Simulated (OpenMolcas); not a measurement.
# NO (nitric oxide) at 3 levels

Aim: a comparison of 3 runs (U-revPBE/def2-TZVPPD, UM06-2X/def2-TZVPPD, UTPSS/def2-TZVPPD) of NO (nitric oxide). 

Program for the calculation: OpenMolcas 26.06.

3 further runs of the same task are left out: 2 that didn't finish, 1 set aside as unsound or not needed.

**1. The molecule**

NO has 2 atoms, charge 0, and is taken as a doublet. As SMILES, `[N]=O`. The N1–O2 distance was set to 2.052 Å, away from the relaxed value.

Bond lengths: N1–O2 2.052 Å.

**2. A single-point energy at U-revPBE/def2-TZVPPD (run 1)**

The input, mol.xyz:

```xyz
2

N     -1.257450     0.460292    -0.634393
O      0.483620    -0.177030     0.243990
```

The input, mol.input:

```
* NO Kohn-Sham DFT
>>> EXPORT MOLCAS_PRINT=2

&GATEWAY
  BasLib=$CurrDir
  Coord=mol.xyz
  Basis=def2-TZVPPD
  Group=NoSym

&SEWARD
  GridInput
  Grid=UltraFine
  End of Grid

&SCF
  UHF
  Spin=2
  KSDFT=revPBE
  Thresholds=1e-10 1e-07 1e-07 1e-05
  PrOrbitals=1 2
```

The basis set def2-TZVPPD is read from a file made from the Basis Set Exchange's data (not shown).

Started as:

```
$ export MOLCAS_MEM=1860
$ pymolcas mol.input > mol.log
```

Standard output:

```text
--- Start Module: gateway ---
[...]
--- Stop Module: gateway /rc=_RC_ALL_IS_WELL_ ---
--- Start Module: seward ---
[...]
      Basis functions           77
--- Stop Module: seward /rc=_RC_ALL_IS_WELL_ ---
[...]
--- Start Module: scf ---
[...]
       Convergence after  45 Iterations
[...]
::    Total KS-DFT energy                            -129.6938565891
[...]
      Total spin, S                                     1.0023364624
[...]
      Total electronic charge=   15.000000
      Total            charge=   -0.000000
[...]
      Dipole Moment (debye):
      Origin of the operator (angstrom)=   -0.3291    0.1205   -0.1660
                   X= -8.3688E-01               Y=  3.0634E-01               Z= -4.2221E-01           Total=  9.8615E-01
      Quadrupole Moment (debye*angstrom):
[...]
--- Stop Module: scf /rc=_RC_ALL_IS_WELL_ ---
[...]
```

It took 37 s on 1 thread of Arm Neoverse V1, shared host; peak memory 0.44 GiB.

**3. The energy at UM06-2X/def2-TZVPPD (run 2)**

The input, run.input:

```
* NO Kohn-Sham DFT

&gateway
 baslib=$CurrDir
 coord
 2
 bohr
 N     -2.37623612     0.86982582    -1.19882903
 O      0.91390935    -0.33453822     0.46107428
 basis=def2-TZVPPD
 group=NoSym

&seward
 gridinput
 Grid=UltraFine
 End of Grid

&scf
 uhf
 spin=2
 ksdft=M062X
 thresholds=1e-10 1e-07 1e-07 1e-05
 prorbitals=1 2
```

The basis set def2-TZVPPD is read from a file made from the Basis Set Exchange's data (not shown).

Started as:

```
$ export MOLCAS_MEM=1860
$ pymolcas run.input > run.log
```

Standard output:

```text
--- Start Module: gateway ---
[...]
--- Stop Module: gateway /rc=_RC_ALL_IS_WELL_ ---
--- Start Module: seward ---
[...]
      Basis functions           77
--- Stop Module: seward /rc=_RC_ALL_IS_WELL_ ---
[...]
--- Start Module: scf ---
[...]
       Convergence after 167 Iterations
[...]
::    Total KS-DFT energy                            -129.6719336472
[...]
      Total spin, S                                     1.1260082361
[...]
      Total electronic charge=   15.000000
      Total            charge=   -0.000000
[...]
      Dipole Moment (debye):
      Origin of the operator (angstrom)=   -0.3291    0.1205   -0.1660
                   X= -5.6360E-01               Y=  2.0631E-01               Z= -2.8434E-01           Total=  6.6412E-01
      Quadrupole Moment (debye*angstrom):
[...]
--- Stop Module: scf /rc=_RC_ALL_IS_WELL_ ---
[...]
```

Run time: 3.4 min. Hardware: 1 thread of Arm Neoverse V1, shared host; peak memory 0.44 GiB.

**4. A single-point energy at UTPSS/def2-TZVPPD (run 3)**

The input, test.input:

```
&GATEWAY
BasLib=$CurrDir
Coord
2
angstrom
N       -1.257450       0.460292      -0.634393
O        0.483620      -0.177030       0.243990
Basis=def2-TZVPPD
Group=NoSym
&SEWARD
GridInput
Grid=UltraFine
End of Grid
&SCF
UHF
Spin=2
KSDFT=2
1.0 MGGA_X_TPSS
1.0 MGGA_C_TPSS
Thresholds=1e-10 1e-07 1e-07 1e-05
PrOrbitals=1 1
```

The basis set def2-TZVPPD is read from a file made from the Basis Set Exchange's data (not shown).

Started as:

```
$ export MOLCAS_MEM=1860
$ pymolcas test.input > test.log
```

Standard output:

```text
--- Start Module: gateway ---
[...]
--- Stop Module: gateway /rc=_RC_ALL_IS_WELL_ ---
--- Start Module: seward ---
[...]
      Basis functions           77
--- Stop Module: seward /rc=_RC_ALL_IS_WELL_ ---
[...]
--- Start Module: scf ---
[...]
       Convergence after  23 Iterations
[...]
::    Total KS-DFT energy                            -129.7489681416
[...]
      Total spin, S                                     1.0368627561
[...]
      Total electronic charge=   15.000000
      Total            charge=   -0.000000
[...]
      Dipole Moment (debye):
      Origin of the operator (angstrom)=   -0.3291    0.1205   -0.1660
                   X= -7.5645E-01               Y=  2.7690E-01               Z= -3.8163E-01           Total=  8.9136E-01
      Quadrupole Moment (debye*angstrom):
[...]
--- Stop Module: scf /rc=_RC_ALL_IS_WELL_ ---
[...]
```

Wall time 31 s (1 thread of Arm Neoverse V1, shared host); peak memory 0.44 GiB.

**5. The series**

| run | level | energy (Eh) | dipole moment (D) | HOMO energy (eV) | LUMO energy (eV) | wall time |
| --- | --- | --- | --- | --- | --- | --- |
| 1 | U-revPBE/def2-TZVPPD | -129.693857 | 0.99 | -7.12 | -6.03 | 37 s |
| 2 | UM06-2X/def2-TZVPPD | -129.671934 | 0.66 | -10.73 | -2.71 | 3.4 min |
| 3 | UTPSS/def2-TZVPPD | -129.748968 | 0.89 | -7.46 | -5.66 | 31 s |

**6. What came out**

| quantity | value |
| --- | --- |
| run 3: total energy | -129.74897 Eh |
| run 3: dipole moment | 0.89 D |
| run 3: HOMO energy (highest over α and β) | -7.46 eV |
| run 3: LUMO energy (lowest over α and β) | -5.66 eV |
| run 3: ⟨S²⟩ | 2.112 |

The dipole moment (its size) runs from 0.66 D (UM06-2X/def2-TZVPPD) to 0.99 D (U-revPBE/def2-TZVPPD). Totals of different functionals can't be ranked against each other. Spin contamination of the reference: run 2 ⟨S²⟩ = 2.39, run 3 ⟨S²⟩ = 2.11, run 1 ⟨S²⟩ = 2.01. Where it is this large, the reference is a mixture of spin states, and values that rest on it are in doubt. All runs together took 4.5 min, the longest 3.4 min.
